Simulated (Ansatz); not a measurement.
We consider hcp Ti, described by r²SCAN in Ansatz (PAW).

Run with plane-wave cutoff 600 eV, 24×24×14 k mesh (along the axes of the cell as run), Fermi–Dirac smearing 0.032 eV (set by the program), no spin polarisation, scalar-relativistic PAW data made under PBE.

Computed at the level's own relaxed cell.

Elastic tensor (GPa, Voigt notation, ions relaxed):

```
  187.5    89.1    77.4     0.0     0.0     0.0
   89.1   187.5    77.4     0.0     0.0     0.0
   77.4    77.4   191.4     0.0     0.0     0.0
    0.0     0.0     0.0    51.7     0.0     0.0
    0.0     0.0     0.0     0.0    51.7     0.0
    0.0     0.0     0.0     0.0     0.0    49.2
```

**Question.** Work out the Voigt, Reuss and Hill averages of the bulk and shear moduli, Young's modulus and Poisson's ratio from the printed constants.

**Answer.** K_V = [C11 + C22 + C33 + 2(C12 + C13 + C23)]/9 = [566.4 + 2 × 243.9]/9 = 117.1 GPa. G_V = [566.4 − 243.9 + 3 × 152.6]/15 = 52.0 GPa. From the compliances S = C⁻¹, K_R = 117.1 and G_R = 51.8 GPa. Hill means: K = 117.1, G = 51.9 GPa. E = 9KG/(3K + G) = 136 GPa, ν = (3K − 2G)/(6K + 2G) = 0.31, K/G = 2.26.

Measured, for comparison: elastic constant C11 176 GPa, elastic constant C12 87 GPa, elastic constant C44 51 GPa, elastic constant C33 191 GPa, elastic constant C13 68 GPa (4 K, zero-point motion not removed; as tabulated in Ferrari et al. (2019), arXiv:1905.01197). Computed (rounded) less measured: elastic constant C11 +7 %, elastic constant C12 +2 %, elastic constant C44 +1 %, elastic constant C33 0.0 %, elastic constant C13 +14 %.

Computed values are for the static lattice.

Ansatz is an electronic-structure program.
